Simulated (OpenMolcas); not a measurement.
**CH4 (methane) at CCSD(T)/pcseg-1**

What is the energy change on altering one bond length of CH4 (methane) at CCSD(T)/pcseg-1? 

The results are computed with OpenMolcas 26.06.

## (1) The molecule

CH4 has 5 atoms, charge 0, and is taken as a singlet. SMILES: `C`. Geometry: relaxed at PBE0-D4/def2-TZVP.

Bond lengths: C1–H2 1.090 Å, C1–H3 1.090 Å, C1–H4 1.090 Å, C1–H5 1.090 Å. Angles: H2–C1–H3 109.5°, H2–C1–H4 109.5°, H2–C1–H5 109.5°, H3–C1–H4 109.5°, H3–C1–H5 109.5°, H4–C1–H5 109.5°.

## (2) A single-point energy at CCSD(T)/pcseg-1

job.inp reads:

```
>>> EXPORT MOLCAS_PRINT=2
&GATEWAY
BasLib=$CurrDir
Coord
5
angstrom
C        0.000000       0.000000       0.000000
H        0.159000      -0.243200       1.050200
H       -1.006700       0.395200      -0.132900
H        0.119700      -0.899500      -0.603300
H        0.728100       0.747400      -0.313900
Basis=pcseg-1
Group=NoSym
&SEWARD
&SCF
PrOrbitals=1 1
&RASSCF
FileOrb=$Project.ScfOrb
Spin=1
Nactel=0 0 0
Inactive=5
Ras2=0
OutOrbitals=Canonical
OrbListing=Nothing
&MOTRA
JobIph
Frozen=1
&CCSDT
CCT
Triples=2
Iterations=50
Extrapolation=5 4
```

The basis set pcseg-1 is read from a file made from the Basis Set Exchange's data (not shown).

On the command line:

```console
$ export MOLCAS_MEM=1860
$ pymolcas job.inp > job.log
```

Log:

```text
--- Start Module: gateway ---
[...]
--- Stop Module: gateway /rc=_RC_ALL_IS_WELL_ ---
[...]
      Basis functions           34
[...]
       Convergence after   9 Iterations
[...]
::    Total SCF energy                                -40.1878159608
[...]
      Total spin, S                                     0.0000000000
[...]
      Number of active orbitals                  0
[...]
      Spin quantum number                      0.0
[...]
      Active orbitals                            0
[...]
      Number of CSFs                             1
[...]
      Number of root(s) required                 1
[...]
      Convergence after  4 iterations
[...]
      Natural orbitals and occupation numbers for root  1
      ************************************************************************************************************************
      *                                                    Final results                                                     *
      ************************************************************************************************************************
[...]
::    RASSCF root number  1 Total energy:    -40.18781596
[...]
      Total electronic charge=   10.000000
      Total            charge=   -0.000000
[...]
      Dipole Moment (debye):
      Origin of the operator (angstrom)=    0.0000   -0.0000    0.0000
                   X=  3.1305E-05               Y=  2.4535E-05               Z=  3.4250E-05           Total=  5.2488E-05
      Quadrupole Moment (debye*angstrom):
[...]
--- Start Module: motra ---
[...]
      *** WARNING: Default frozen orbitals is overwritten by user input.
      *** Default values:   1
[...]
--- Stop Module: motra /rc=_RC_ALL_IS_WELL_ ---
--- Start Module: ccsdt ---
[...]
      Convergence after                    11  Iterations
      Total energy (diff) :     -40.37012208       0.00000001
[...]
 METHOD                       : CCSD+T(CCSD)+<T3(1)WT1> = CCSD(T)
[...]
       CCSD     =       -40.3701220828279
[...]
--- Stop Module: ccsdt /rc=_RC_ALL_IS_WELL_ ---
[...]
```

Run time: 2.4 s. Hardware: 1 thread of Arm Neoverse V2, shared host; peak memory 0.37 GiB.

## (3) The distorted shape at the same level

job.input reads:

```
* CH4 CCSD(T)

&GATEWAY
  BASLIB = $CurrDir
  COORD
  5
  angstrom
  C        0.503310      -0.197584       0.066445
  H        0.662310      -0.440784       1.116645
  H       -1.006700       0.395200      -0.132900
  H        0.623010      -1.097084      -0.536855
  H        1.231410       0.549816      -0.247455
  BASIS = pcseg-1
  GROUP = NoSym

&SEWARD

&SCF
  PRORBITALS = 1 1

&RASSCF
  FILEORB = $Project.ScfOrb
  SPIN = 1
  NACTEL = 0 0 0
  INACTIVE = 5
  RAS2 = 0
  OUTORBITALS = Canonical
  ORBLISTING = Nothing

&MOTRA
  JOBIPH
  FROZEN = 1

&CCSDT
  CCT
  TRIPLES = 2
  ITERATIONS = 50
  EXTRAPOLATION = 5 4
```

The basis set pcseg-1 is read from a file made from the Basis Set Exchange's data (not shown).

On the command line:

```console
$ export MOLCAS_MEM=1860
$ pymolcas job.input > job.log
```

Log:

```text
--- Start Module: gateway ---
[...]
--- Stop Module: gateway /rc=_RC_ALL_IS_WELL_ ---
[...]
      Basis functions           34
[...]
       Convergence after   9 Iterations
[...]
::    Total SCF energy                                -40.1025543680
[...]
      Total spin, S                                     0.0000000000
[...]
      Number of active orbitals                  0
[...]
      Spin quantum number                      0.0
[...]
      Active orbitals                            0
[...]
      Number of CSFs                             1
[...]
      Number of root(s) required                 1
[...]
      Convergence after  4 iterations
[...]
      Natural orbitals and occupation numbers for root  1
      ************************************************************************************************************************
      *                                                    Final results                                                     *
      ************************************************************************************************************************
[...]
::    RASSCF root number  1 Total energy:    -40.10255437
[...]
      Total electronic charge=   10.000000
      Total            charge=   -0.000000
[...]
      Dipole Moment (debye):
      Origin of the operator (angstrom)=    0.4717   -0.1852    0.0623
                   X=  7.0207E-01               Y= -2.7562E-01               Z=  9.2739E-02           Total=  7.5991E-01
      Quadrupole Moment (debye*angstrom):
[...]
--- Start Module: motra ---
[...]
      *** WARNING: Default frozen orbitals is overwritten by user input.
      *** Default values:   1
[...]
--- Stop Module: motra /rc=_RC_ALL_IS_WELL_ ---
--- Start Module: ccsdt ---
[...]
      Convergence after                    11  Iterations
      Total energy (diff) :     -40.29347190       0.00000005
[...]
 METHOD                       : CCSD+T(CCSD)+<T3(1)WT1> = CCSD(T)
[...]
       CCSD     =       -40.2934719049855
[...]
--- Stop Module: ccsdt /rc=_RC_ALL_IS_WELL_ ---
[...]
```

Run time: 2.4 s. Hardware: 1 thread of Arm Neoverse V2, shared host; peak memory 0.37 GiB.

## (4) Summary of results

Level: CCSD(T)/pcseg-1, 1 core orbital frozen.

| quantity | value |
| --- | --- |
| first shape: total energy | -40.37374 Eh |
| first shape: dipole moment (mean-field density) | 0.00 D |
| first shape: HOMO energy (Hartree–Fock orbitals) | -14.85 eV |
| first shape: LUMO energy (Hartree–Fock orbitals) | 4.58 eV |
| first shape: HOMO–LUMO gap (Hartree–Fock orbitals) | 19.43 eV |
| first shape: correlation energy (1 core orbital frozen) | -185.9 mEh |
| first shape: (T) correction | -3.61 mEh |
| distorted shape: total energy | -40.29843 Eh |
| distorted shape: dipole moment (mean-field density) | 0.76 D |
| distorted shape: HOMO energy (Hartree–Fock orbitals) | -11.83 eV |
| distorted shape: LUMO energy (Hartree–Fock orbitals) | 3.29 eV |
| distorted shape: HOMO–LUMO gap (Hartree–Fock orbitals) | 15.11 eV |
| distorted shape: correlation energy (1 core orbital frozen) | -195.9 mEh |
| distorted shape: (T) correction | -4.96 mEh |
| energy change with the C1–H3 bond stretched from 1.090 to 1.634 Å | 2.049 eV |

In words: With the C1–H3 bond stretched from 1.090 to 1.634 Å the energy rises by 2.05 eV (198 kJ/mol). The first shape isn't relaxed at this level, so the change isn't measured from a minimum. Mulliken charges (first shape) of the mean-field density run from -0.36 on C1 to +0.09 on H2; they depend strongly on the basis. The triples (first shape) make up 1.9 % of the correlation energy. The triples (distorted shape) make up 2.5 % of the correlation energy.
